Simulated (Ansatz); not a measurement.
# H12O6Yb ([Yb(H2O)6]3+): the cost of one run

Computed with Ansatz 0.2.0, Gaussian basis. Level: as each input shows.

The runs, in order: PBE-D4/def2-TZVP, r2SCAN-D4/def2-TZVP, PBE-QIDH/def2-TZVP, B2PLYP/def2-TZVP, PBE-D4/def2-SVP, PBE0-D4/def2-SVP, MP2/def2-SVP.

**1. The geometry**

The doublet was relaxed beforehand with PBE-D4/def2-SVP.

19 atoms, charge 3, spin multiplicity 2.

Atoms are counted from 1 here; the program's logs count them from 0.

Bond lengths: Yb1–O2 2.300 Å, Yb1–O5 2.299 Å, Yb1–O8 2.299 Å, Yb1–O11 2.299 Å, Yb1–O14 2.299 Å, Yb1–O17 2.300 Å, O2–H3 0.987 Å, O2–H4 0.987 Å, O5–H6 0.987 Å, O5–H7 0.987 Å, O8–H9 0.987 Å, O8–H10 0.987 Å, O11–H12 0.987 Å, O11–H13 0.987 Å, O14–H15 0.987 Å, O14–H16 0.987 Å, O17–H18 0.987 Å, O17–H19 0.987 Å. Angles: O2–Yb1–O5 179.8°, O2–Yb1–O8 90.4°, O2–Yb1–O11 89.4°, O2–Yb1–O14 90.6°, O2–Yb1–O17 89.3°, O5–Yb1–O8 89.4°, O5–Yb1–O11 90.8°, O5–Yb1–O14 89.4°, O5–Yb1–O17 90.6°, O8–Yb1–O11 179.9°, O8–Yb1–O14 89.4°, O8–Yb1–O17 90.6°, O11–Yb1–O14 90.7°, O11–Yb1–O17 89.3°, O14–Yb1–O17 180.0°, Yb1–O2–H3 128.5°, Yb1–O2–H4 127.3°, H3–O2–H4 104.1° and more.

Yb takes a core potential in the def2 sets. No spin-orbit coupling is included. The ion is computed in the gas phase, without counter-ions or solvent.

PBE0-D4/def2-TZVP was run before; its log isn't repeated, and its numbers join the tables.

**2. PBE-D4/def2-TZVP**

start.molden holds the orbitals of an earlier run on this state, given as this run's starting guess.

Input file in.yaml:

```yaml
crystal:
  periodic: [false, false, false]
  atoms:
    - {symbol: Yb, position_ang: [-0.001512, 0.000796, -0.001480]}
    - {symbol: O, position_ang: [0.142662, 0.185166, 2.286359]}
    - {symbol: H, position_ang: [0.149105, 1.004378, 2.836929]}
    - {symbol: H, position_ang: [0.289621, -0.542542, 2.937174]}
    - {symbol: O, position_ang: [-0.137660, -0.184552, -2.289051]}
    - {symbol: H, position_ang: [-0.281202, 0.542762, -2.941332]}
    - {symbol: H, position_ang: [-0.141661, -1.003915, -2.839340]}
    - {symbol: O, position_ang: [2.283100, 0.191374, -0.178667]}
    - {symbol: H, position_ang: [2.950118, 0.276681, 0.543952]}
    - {symbol: H, position_ang: [2.826658, 0.128905, -1.000512]}
    - {symbol: O, position_ang: [-2.285601, -0.191910, 0.181314]}
    - {symbol: H, position_ang: [-2.827209, -0.131861, 1.004833]}
    - {symbol: H, position_ang: [-2.954328, -0.278823, -0.539459]}
    - {symbol: O, position_ang: [-0.183084, 2.284302, -0.199404]}
    - {symbol: H, position_ang: [-0.997834, 2.840516, -0.165758]}
    - {symbol: H, position_ang: [0.552446, 2.939924, -0.262493]}
    - {symbol: O, position_ang: [0.179194, -2.283075, 0.198239]}
    - {symbol: H, position_ang: [-0.556499, -2.938423, 0.263699]}
    - {symbol: H, position_ang: [0.993696, -2.839682, 0.164987]}
basis:
  gaussian: {orbitals: def2-TZVP, initial_orbitals: start.molden}
total_charge: 3
magnetization: {spin_polarized: true, initial_magnetization: 1}
hamiltonian: {xc: pbe, dispersion: d4}
scf: {omitted_lower_state_checks: [starts]}
output: {orbitals: {seedname: orbitals}}
```

On the command line:

```console
$ ansatz run in.yaml --threads 4 --pin off --events-out ev --progress --plain --max-ram 6963MiB
```

What time and memory should one allow on 4 threads of Intel Xeon at 2.50GHz, shared host?

About 59 s, with a peak of 1.9 GiB.
